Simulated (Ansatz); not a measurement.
Process, species as SMILES: [PH2] (PH2) → PH2+ (singlet, bonded as [PH2]) + e-
B3LYP-D3(BJ)/def2-TZVP geometries, fixed; electronic energies without zero-point terms.
Largest species:
```
P
H 1 1.4234
H 1 1.4234 2 91.73
```
Charge 0, spin multiplicity 2.

Basis-set convergence of the adiabatic ionisation energy at HF with Ansatz (a first-principles code). Cartesian d functions, on some or all atoms, in 6-311G**, 6-311+G**; all else is spherical. A restricted Hartree-Fock determinant is unstable towards unrestricted orbitals. Open shells are unrestricted. No added dispersion term, no relativity. Functions are those of the species that has most. Reference: the value in pcseg-4, 9.321 eV, itself unsure by roughly 0.005 eV (its mean distance from aug-pcseg-3, aug-cc-pV(Q+d)Z, cc-pV(5+d)Z). Deviations are taken from unrounded values.

```json
[
 {"basis": "STO-3G", "functions": "11", "adiabatic ionisation energy (eV)": "6.854", "minus reference (eV)": "-2.467"},
 {"basis": "6-31G", "functions": "17", "adiabatic ionisation energy (eV)": "9.505", "minus reference (eV)": "0.184"},
 {"basis": "pcseg-0", "functions": "17", "adiabatic ionisation energy (eV)": "9.674", "minus reference (eV)": "0.353"},
 {"basis": "def2-SV(P)", "functions": "22", "adiabatic ionisation energy (eV)": "9.372", "minus reference (eV)": "0.051"},
 {"basis": "cc-pV(D+d)Z", "functions": "33", "adiabatic ionisation energy (eV)": "9.311", "minus reference (eV)": "-0.010"},
 {"basis": "6-311G**", "functions": "39", "adiabatic ionisation energy (eV)": "9.303", "minus reference (eV)": "-0.018"},
 {"basis": "def2-SVPD", "functions": "40", "adiabatic ionisation energy (eV)": "9.311", "minus reference (eV)": "-0.011"},
 {"basis": "6-311+G**", "functions": "43", "adiabatic ionisation energy (eV)": "9.313", "minus reference (eV)": "-0.008"},
 {"basis": "aug-pcseg-1", "functions": "45", "adiabatic ionisation energy (eV)": "9.336", "minus reference (eV)": "0.015"},
 {"basis": "def2-TZVP", "functions": "49", "adiabatic ionisation energy (eV)": "9.324", "minus reference (eV)": "0.003"},
 {"basis": "def2-TZVPD", "functions": "61", "adiabatic ionisation energy (eV)": "9.326", "minus reference (eV)": "0.005"},
 {"basis": "pcseg-2", "functions": "62", "adiabatic ionisation energy (eV)": "9.311", "minus reference (eV)": "-0.010"},
 {"basis": "def2-TZVPPD", "functions": "82", "adiabatic ionisation energy (eV)": "9.324", "minus reference (eV)": "0.003"},
 {"basis": "6-311++G(3df,3pd)", "functions": "83", "adiabatic ionisation energy (eV)": "9.321", "minus reference (eV)": "0.000"},
 {"basis": "pcseg-3", "functions": "130", "adiabatic ionisation energy (eV)": "9.318", "minus reference (eV)": "-0.003"},
 {"basis": "aug-pcseg-3", "functions": "187", "adiabatic ionisation energy (eV)": "9.322", "minus reference (eV)": "0.000"},
 {"basis": "cc-pV(5+d)Z", "functions": "210", "adiabatic ionisation energy (eV)": "9.327", "minus reference (eV)": "0.006"},
 {"basis": "pcseg-4", "functions": "227", "adiabatic ionisation energy (eV)": "9.321", "minus reference (eV)": "0.000"}
]
```

The smallest set listed that lies within 0.1 eV of the reference with all its larger relatives (same family, alike in diffuse functions; a set with none counts only in the reference's own line) is def2-SV(P) (22 functions, 0.051 eV off). Inside, with no larger relative to test it: 6-311G**. (Relatives not listed, tested too: def2-SVP 0.023, 6-311++G(2d,2p) -0.011, cc-pV(T+d)Z 0.004, def2-TZVPP 0.001, aug-pcseg-2 0.000, cc-pV(Q+d)Z 0.007, def2-QZVP 0.006, def2-QZVPP 0.006, def2-QZVPPD 0.008 eV.)
